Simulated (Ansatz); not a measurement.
Mulliken charges of C2H2O2 (`O=C=CO`) from PBE/def2-TZVPP in Ansatz (PBE0-D4/def2-TZVP geometry).

```
atom   x (Å)   y (Å)   z (Å)  charge (e)
  O1   0.682  -1.992   0.800      -0.098
  C2   0.449  -0.970   0.307       0.150
  C3   0.208   0.191  -0.267      -0.086
  O4  -1.088   0.646  -0.412      -0.285
  H5   1.037   0.726  -0.717       0.106
  H6  -1.245   1.335   0.241       0.213
```

Q: By hand: the dipole of these point charges (1 e Å = 4.8032 D).

A: Σ q r = (0.137, 0.210, 0.083) e Å, of length 0.264 e Å = 1.27 D.

Q: How does the dipole of the full density compare? (Estimate.)

A: Computed: (0.069, 0.385, 0.103) e Å, 1.94 D; the point charges give 0.65 times that, at 22° from its direction.

Point charges leave out the atoms' own dipoles, such as those of lone pairs, and Mulliken's split depends on the basis, so the two needn't agree.
